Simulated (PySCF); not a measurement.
**Reproducing measurements on ClF**

**Measured values to compare with.**

NIST CCCBDB Release 22 (SRD 101), experimental dipoles lists, for the gas: dipole moment (microwave Stark effect) 0.88 D.

Liu, Meijer, Perez-Rios, Phys. Chem. Chem. Phys. 22 (2020) 24191 lists, for the gas: dipole moment 0.85 D.

The results are set against them at the end.

Compound: ClF.
SMILES with atom numbers: `[F:1][Cl:2]`

Geometry (PBE0-D3(BJ)/def2-SVP, Å), atoms numbered from 1 in this order:
```
atom  x, y, z in Å
F1    -0.7600   -0.2562    0.1645
Cl2    0.7630    0.2574   -0.1787
```

The PySCF runs (gas phase, on this PBE0-D3(BJ)/def2-SVP geometry; no spin–orbit coupling):

```csv
level,job,basis functions,wall time
"PBE0-D3(BJ)/def2-SVP, grid level 1",geometry optimisation from a GFN2-xTB start,32,0.97 s
```

Hardware: Arm Neoverse V2, one thread, on a shared host.

## Comparison

**Dipole moment.** Measured: 0.88 D (NIST CCCBDB Release 22 (SRD 101), experimental dipoles) and 0.85 D (Liu, Meijer, Perez-Rios, Phys. Chem. Chem. Phys. 22 (2020) 24191). Differences are taken against the first.

```
               level  computed (D)  computed − measured (D)  % (from the printed values)
PBE0-D3(BJ)/def2-SVP          1.15                    +0.27                          +31
```

The computed dipoles belong to one fixed geometry; measured ones are averaged over vibrations unless marked μe. Magnitudes are compared, not signs.

No measured geometry was used, and the causes of the misses weren't examined.
